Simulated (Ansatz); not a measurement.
**C4H8O, 13 atoms: how the time falls with more hardware**

To be measured: the time of a single point at PBE on C4H8O, and how the time changes with the share of the machine.

Program: Ansatz 0.2.0 (single point, PBE, Gaussian basis). Host: Arm Neoverse N1, 56 cores, 56 hardware threads, 90 GiB; it was booked for these runs alone, one at a time. Each run is timed once from launch to exit, start-up included.

### 1 The system

A molecule of 13 atoms and 40 electrons, SMILES C1CCOC1, in the basis def2-svpd.

### 2 First run

Input file input.yaml:

```yaml
crystal:
  periodic: [false, false, false]
  atoms:
    - { symbol: C, position_ang: [-0.2500, 1.0000, -0.2400] }
    - { symbol: C, position_ang: [0.9100, 0.3200, 0.4400] }
    - { symbol: C, position_ang: [0.7400, -1.1100, -0.0200] }
    - { symbol: O, position_ang: [-0.6700, -1.3300, -0.2000] }
    - { symbol: C, position_ang: [-1.3300, -0.0500, -0.1600] }
    - { symbol: H, position_ang: [-0.5300, 1.9500, 0.2200] }
    - { symbol: H, position_ang: [0.0100, 1.2000, -1.2900] }
    - { symbol: H, position_ang: [1.8900, 0.7400, 0.1800] }
    - { symbol: H, position_ang: [0.7900, 0.3800, 1.5300] }
    - { symbol: H, position_ang: [1.1300, -1.8400, 0.7000] }
    - { symbol: H, position_ang: [1.2300, -1.2800, -0.9900] }
    - { symbol: H, position_ang: [-1.8700, 0.0100, 0.7900] }
    - { symbol: H, position_ang: [-2.0500, 0.0200, -0.9800] }
basis:
  gaussian: { orbitals: def2-svpd }
```

Run with:

```sh
$ taskset -c 8-63 ansatz run input.yaml --backend cpu --max-ram 64GiB --events-out ev --progress --plain --runs-dir out
```

### 3 On 4 threads

input.yaml is that of step 2.

(Steps that only read results are left out.)

**Question.** How long do these runs take on this host, and what pays? Wanted: reference; fastest over threads; speed-up from 4 to 56 threads.

As calculated:

```
                     quantity                 value
                    reference  0.65 s on 56 threads
         fastest over threads          0.65 s on 56
speed-up from 4 to 56 threads  3.4 (24 % efficient)
```

What this shows: Going from 4 to 56 threads cuts the time by a factor of 3.4, 24 % of the ideal. At a few seconds, start-up and serial parts weigh heavily. The figures hold for this build, input and host.
